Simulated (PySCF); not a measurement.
## Functional dependence of a UV spectrum

Species: 1-chloro-1-propene(Z), C₃H₅Cl.
InChI=1S/C3H5Cl/c1-2-3-4/h2-3H,1H3/b3-2-

Linear-response calculations in the def2-SVPD basis (PySCF; singlets by full response, triplets Tamm–Dancoff, core orbitals frozen in the response; HF means time-dependent Hartree–Fock). 'Strongest' is the level of largest summed f among the singlets computed (10 roots, of which the last may lack a degenerate partner); it can jump between rows when another state enters that window. S1 is the lowest singlet of each run and needn't be the same state throughout; f(S1) is that of one state. Isolated species at its PBE0-D3(BJ)/def2-SVP geometry, gas phase.

| functional | kind | S1 (eV) | f(S1) | strongest (eV) | T1 (eV) | HOMO (eV) | gap (eV) | ionisation energy, ΔSCF (eV) |
| --- | --- | --- | --- | --- | --- | --- | --- | --- |
| LDA | LDA | 6.15 | 0.002 | 6.36 | 4.39 | -6.20 | 5.00 | 9.46 |
| PBE | GGA | 6.09 | 0.002 | 6.41 | 4.20 | -6.07 | 5.07 | 9.27 |
| B3LYP | global hybrid, 20% exact exchange | 6.36 | 0.001 | 6.68 | 4.19 | -7.00 | 6.77 | 9.40 |
| PBE0 | global hybrid, 25% exact exchange | 6.57 | 0.001 | 6.80 | 4.13 | -7.22 | 7.22 | 9.41 |
| BHandHLYP | global hybrid, 50% exact exchange | 6.80 | 0.000 | 7.02 | 4.07 | -8.22 | 9.34 | 9.36 |
| CAM-B3LYP | range-separated hybrid | 6.69 | 0.001 | 6.89 | 4.16 | -8.52 | 9.68 | 9.50 |
| wB97X-D | range-separated hybrid | 6.84 | 0.001 | 6.91 | 4.27 | -9.05 | 10.87 | 9.47 |
| LC-wPBE | range-separated hybrid | 7.10 | 0.393 | 7.10 | 4.05 | -9.90 | 12.22 | 9.63 |
| HF | Hartree–Fock | 7.30 | 0.501 | 7.30 | 3.62 | -9.74 | 12.52 | not settled |

S1 runs from 6.09 eV (PBE) to 7.30 eV (HF), a spread of 1.21 eV, while the orbital gap spreads over 7.5 eV. Along PBE (0%), B3LYP (20%), PBE0 (25%), BHandHLYP (50%), HF (100%) S1 rises with the share of exact exchange. −ε(HOMO) comes closest to its own ΔSCF ionisation energy with LC-wPBE (+0.27 eV) and misses most with LDA (-3.25 eV). 'Not settled' means that the ion's SCF failed to converge or may have ended in another state than the lowest.
